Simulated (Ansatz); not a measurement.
## Molecular dynamics of C$_{2}$H$_{6}$Al, charge +1

input.yaml

```yaml
crystal:
  periodic: [false, false, false]
  atoms:
    - { symbol: C, position_ang: [-0.930393, 1.333082, -1.058708] }
    - { symbol: Al, position_ang: [-0.000726, 0.000272, 0.000982] }
    - { symbol: C, position_ang: [0.930244, -1.333028, 1.05891] }
    - { symbol: H, position_ang: [-1.87853, 0.920408, -1.449088] }
    - { symbol: H, position_ang: [-0.304689, 1.648291, -1.913591] }
    - { symbol: H, position_ang: [-1.159769, 2.221937, -0.443106] }
    - { symbol: H, position_ang: [1.23238, -2.185021, 0.422904] }
    - { symbol: H, position_ang: [0.275002, -1.710008, 1.86525] }
    - { symbol: H, position_ang: [1.836481, -0.895933, 1.516456] }
total_charge: 1
basis:
  gaussian: { orbitals: "6-31G*" }
hamiltonian:
  xc: revpbe
md:
  timestep: 0.5
  n_steps: 100
  ensemble: nve_milne
  temperature: 300.0
  initial_velocities: maxwell_boltzmann
  seed: 929192
  masses: [{ species: H, mass: 2.014 }]
scf:
  lower_state_search: "off"
```

Launched with:

```bash
$ ansatz run input.yaml --threads 1 --pin off --max-ram 2048MiB --backend cpu --events-out ev --progress --plain --runs-dir out
```

It starts from a relaxed structure.

Output, in part (one step line in 2, the closing report, with atoms numbered from 0):

```
md step     0: t =     0.00 fs  T =   300.0 K  F+E_penalty+E_count = -8759.29289193 eV  E_kin = 0.271446 eV  conserved = -8759.02144593 eV  (15 SCF iters)
md step     2: t =     1.00 fs  T =   277.0 K  F+E_penalty+E_count = -8759.27203861 eV  E_kin = 0.250620 eV  conserved = -8759.02141833 eV  (18 SCF iters)
md step     4: t =     2.00 fs  T =   220.5 K  F+E_penalty+E_count = -8759.22097856 eV  E_kin = 0.199547 eV  conserved = -8759.02143120 eV  (19 SCF iters)
md step     6: t =     3.00 fs  T =   166.9 K  F+E_penalty+E_count = -8759.17249547 eV  E_kin = 0.151048 eV  conserved = -8759.02144772 eV  (20 SCF iters)
md step     8: t =     4.00 fs  T =   150.1 K  F+E_penalty+E_count = -8759.15727156 eV  E_kin = 0.135831 eV  conserved = -8759.02144057 eV  (20 SCF iters)
md step    10: t =     5.00 fs  T =   169.9 K  F+E_penalty+E_count = -8759.17521330 eV  E_kin = 0.153772 eV  conserved = -8759.02144170 eV  (20 SCF iters)
md step    12: t =     6.00 fs  T =   194.5 K  F+E_penalty+E_count = -8759.19741640 eV  E_kin = 0.176006 eV  conserved = -8759.02141086 eV  (20 SCF iters)
md step    14: t =     7.00 fs  T =   192.5 K  F+E_penalty+E_count = -8759.19564535 eV  E_kin = 0.174203 eV  conserved = -8759.02144284 eV  (20 SCF iters)
md step    16: t =     8.00 fs  T =   157.8 K  F+E_penalty+E_count = -8759.16420371 eV  E_kin = 0.142767 eV  conserved = -8759.02143719 eV  (20 SCF iters)
md step    18: t =     9.00 fs  T =   107.4 K  F+E_penalty+E_count = -8759.11861712 eV  E_kin = 0.097204 eV  conserved = -8759.02141313 eV  (20 SCF iters)
md step    20: t =    10.00 fs  T =    67.0 K  F+E_penalty+E_count = -8759.08204358 eV  E_kin = 0.060607 eV  conserved = -8759.02143669 eV  (20 SCF iters)
md step    22: t =    11.00 fs  T =    56.2 K  F+E_penalty+E_count = -8759.07227137 eV  E_kin = 0.050842 eV  conserved = -8759.02142948 eV  (13 SCF iters)
md step    24: t =    12.00 fs  T =    80.3 K  F+E_penalty+E_count = -8759.09409971 eV  E_kin = 0.072662 eV  conserved = -8759.02143796 eV  (20 SCF iters)
md step    26: t =    13.00 fs  T =   128.1 K  F+E_penalty+E_count = -8759.13730244 eV  E_kin = 0.115880 eV  conserved = -8759.02142235 eV  (20 SCF iters)
md step    28: t =    14.00 fs  T =   175.5 K  F+E_penalty+E_count = -8759.18020680 eV  E_kin = 0.158787 eV  conserved = -8759.02142021 eV  (20 SCF iters)
md step    30: t =    15.00 fs  T =   196.6 K  F+E_penalty+E_count = -8759.19933584 eV  E_kin = 0.177882 eV  conserved = -8759.02145365 eV  (19 SCF iters)
md step    32: t =    16.00 fs  T =   179.5 K  F+E_penalty+E_count = -8759.18387400 eV  E_kin = 0.162453 eV  conserved = -8759.02142097 eV  (19 SCF iters)
md step    34: t =    17.00 fs  T =   139.3 K  F+E_penalty+E_count = -8759.14750157 eV  E_kin = 0.126071 eV  conserved = -8759.02143040 eV  (20 SCF iters)
md step    36: t =    18.00 fs  T =   111.9 K  F+E_penalty+E_count = -8759.12270484 eV  E_kin = 0.101260 eV  conserved = -8759.02144497 eV  (20 SCF iters)
md step    38: t =    19.00 fs  T =   123.4 K  F+E_penalty+E_count = -8759.13312960 eV  E_kin = 0.111689 eV  conserved = -8759.02144085 eV  (19 SCF iters)
md step    40: t =    20.00 fs  T =   164.2 K  F+E_penalty+E_count = -8759.17000837 eV  E_kin = 0.148564 eV  conserved = -8759.02144396 eV  (20 SCF iters)
md step    42: t =    21.00 fs  T =   199.4 K  F+E_penalty+E_count = -8759.20182365 eV  E_kin = 0.180415 eV  conserved = -8759.02140872 eV  (18 SCF iters)
md step    44: t =    22.00 fs  T =   202.3 K  F+E_penalty+E_count = -8759.20446844 eV  E_kin = 0.183029 eV  conserved = -8759.02143930 eV  (18 SCF iters)
md step    46: t =    23.00 fs  T =   173.0 K  F+E_penalty+E_count = -8759.17794030 eV  E_kin = 0.156500 eV  conserved = -8759.02144064 eV  (19 SCF iters)
md step    48: t =    24.00 fs  T =   131.9 K  F+E_penalty+E_count = -8759.14079971 eV  E_kin = 0.119386 eV  conserved = -8759.02141394 eV  (19 SCF iters)
md step    50: t =    25.00 fs  T =   104.0 K  F+E_penalty+E_count = -8759.11553954 eV  E_kin = 0.094105 eV  conserved = -8759.02143437 eV  (20 SCF iters)
md step    52: t =    26.00 fs  T =   105.2 K  F+E_penalty+E_count = -8759.11661803 eV  E_kin = 0.095190 eV  conserved = -8759.02142835 eV  (20 SCF iters)
md step    54: t =    27.00 fs  T =   136.5 K  F+E_penalty+E_count = -8759.14496436 eV  E_kin = 0.123526 eV  conserved = -8759.02143841 eV  (20 SCF iters)
md step    56: t =    28.00 fs  T =   184.5 K  F+E_penalty+E_count = -8759.18832142 eV  E_kin = 0.166897 eV  conserved = -8759.02142425 eV  (20 SCF iters)
md step    58: t =    29.00 fs  T =   226.5 K  F+E_penalty+E_count = -8759.22636149 eV  E_kin = 0.204946 eV  conserved = -8759.02141594 eV  (20 SCF iters)
md step    60: t =    30.00 fs  T =   241.7 K  F+E_penalty+E_count = -8759.24013891 eV  E_kin = 0.218687 eV  conserved = -8759.02145237 eV  (20 SCF iters)
md step    62: t =    31.00 fs  T =   224.1 K  F+E_penalty+E_count = -8759.22415083 eV  E_kin = 0.202726 eV  conserved = -8759.02142443 eV  (20 SCF iters)
md step    64: t =    32.00 fs  T =   190.6 K  F+E_penalty+E_count = -8759.19390381 eV  E_kin = 0.172477 eV  conserved = -8759.02142712 eV  (20 SCF iters)
md step    66: t =    33.00 fs  T =   172.0 K  F+E_penalty+E_count = -8759.17710476 eV  E_kin = 0.155663 eV  conserved = -8759.02144212 eV  (19 SCF iters)
md step    68: t =    34.00 fs  T =   185.1 K  F+E_penalty+E_count = -8759.18888826 eV  E_kin = 0.167451 eV  conserved = -8759.02143698 eV  (19 SCF iters)
md step    70: t =    35.00 fs  T =   214.9 K  F+E_penalty+E_count = -8759.21591602 eV  E_kin = 0.194473 eV  conserved = -8759.02144315 eV  (18 SCF iters)
md step    72: t =    36.00 fs  T =   230.0 K  F+E_penalty+E_count = -8759.22954704 eV  E_kin = 0.208136 eV  conserved = -8759.02141134 eV  (18 SCF iters)
md step    74: t =    37.00 fs  T =   210.7 K  F+E_penalty+E_count = -8759.21204295 eV  E_kin = 0.190609 eV  conserved = -8759.02143369 eV  (19 SCF iters)
md step    76: t =    38.00 fs  T =   162.0 K  F+E_penalty+E_count = -8759.16802666 eV  E_kin = 0.146586 eV  conserved = -8759.02144098 eV  (19 SCF iters)
md step    78: t =    39.00 fs  T =   105.6 K  F+E_penalty+E_count = -8759.11695980 eV  E_kin = 0.095542 eV  conserved = -8759.02141811 eV  (20 SCF iters)
md step    80: t =    40.00 fs  T =    64.0 K  F+E_penalty+E_count = -8759.07934821 eV  E_kin = 0.057916 eV  conserved = -8759.02143182 eV  (20 SCF iters)
md step    82: t =    41.00 fs  T =    50.3 K  F+E_penalty+E_count = -8759.06692213 eV  E_kin = 0.045496 eV  conserved = -8759.02142624 eV  (13 SCF iters)
md step    84: t =    42.00 fs  T =    64.1 K  F+E_penalty+E_count = -8759.07946945 eV  E_kin = 0.058030 eV  conserved = -8759.02143938 eV  (20 SCF iters)
md step    86: t =    43.00 fs  T =    94.0 K  F+E_penalty+E_count = -8759.10651222 eV  E_kin = 0.085086 eV  conserved = -8759.02142647 eV  (20 SCF iters)
md step    88: t =    44.00 fs  T =   122.1 K  F+E_penalty+E_count = -8759.13187276 eV  E_kin = 0.110460 eV  conserved = -8759.02141323 eV  (20 SCF iters)
md step    90: t =    45.00 fs  T =   131.9 K  F+E_penalty+E_count = -8759.14080470 eV  E_kin = 0.119354 eV  conserved = -8759.02145077 eV  (20 SCF iters)
md step    92: t =    46.00 fs  T =   119.1 K  F+E_penalty+E_count = -8759.12922717 eV  E_kin = 0.107799 eV  conserved = -8759.02142776 eV  (20 SCF iters)
md step    94: t =    47.00 fs  T =    98.2 K  F+E_penalty+E_count = -8759.11024433 eV  E_kin = 0.088819 eV  conserved = -8759.02142580 eV  (20 SCF iters)
md step    96: t =    48.00 fs  T =    95.5 K  F+E_penalty+E_count = -8759.10785924 eV  E_kin = 0.086418 eV  conserved = -8759.02144117 eV  (20 SCF iters)
md step    98: t =    49.00 fs  T =   126.6 K  F+E_penalty+E_count = -8759.13594647 eV  E_kin = 0.114510 eV  conserved = -8759.02143597 eV  (20 SCF iters)
md step   100: t =    50.00 fs  T =   177.7 K  F+E_penalty+E_count = -8759.18225934 eV  E_kin = 0.160813 eV  conserved = -8759.02144659 eV  (20 SCF iters)
Total energy: -8759.18230127 eV, -321.8940123845 hartree
Atom 0 at    -0.918570     1.338433    -1.090889 Å, force    -0.438461    -0.363631     0.948315 eV/Å
Atom 1 at    -0.049666     0.023917     0.081189 Å, force    -0.304225     0.293057     0.107400 eV/Å
Atom 2 at     0.962091    -1.347295     1.008242 Å, force    -0.431405    -0.377101    -0.413416 eV/Å
Atom 3 at    -1.875746     0.939055    -1.468596 Å, force    -0.098036     0.061668     0.108668 eV/Å
Atom 4 at    -0.228323     1.324035    -1.907892 Å, force     0.786956     0.253818    -1.233157 eV/Å
Atom 5 at    -1.035441     2.379500    -0.732268 Å, force     0.029320    -0.282989     0.137103 eV/Å
Atom 6 at     1.362122    -2.055242     0.261521 Å, force     0.048102    -0.034078    -0.107410 eV/Å
Atom 7 at     0.373925    -1.936132     1.727793 Å, force    -0.234952     0.044500     0.066538 eV/Å
Atom 8 at     1.799549    -0.915133     1.537818 Å, force     0.642700     0.404755     0.385959 eV/Å
Dipole moment:    -0.011578    -0.002903     0.024182 e Å
```

All steps were run. The conserved energy stayed within 0.0044 meV per atom of its start (net change -0.00011 meV per atom), so the integration is sound. A run of 0.05 ps of so small a system gives no equilibrium averages. Limits of this set-up: the dipole of an ion depends on the origin.

The same pairs are bonded in the first frame and the last. Pairs count as bonded within 1.25 times the sum of covalent radii (0.12 Å more for H–H).

Last frame:

```xyz
9
Properties=species:S:1:pos:R:3
C -0.919 1.338 -1.091
Al -0.050 0.024 0.081
C 0.962 -1.347 1.008
H -1.876 0.939 -1.469
H -0.228 1.324 -1.908
H -1.035 2.380 -0.732
H 1.362 -2.055 0.262
H 0.374 -1.936 1.728
H 1.800 -0.915 1.538
```

Time of the run: 110 s on 1 thread of AMD EPYC 7R43 64-Core Processor (Zen 3), on a shared host, peak memory 0.1 GiB.
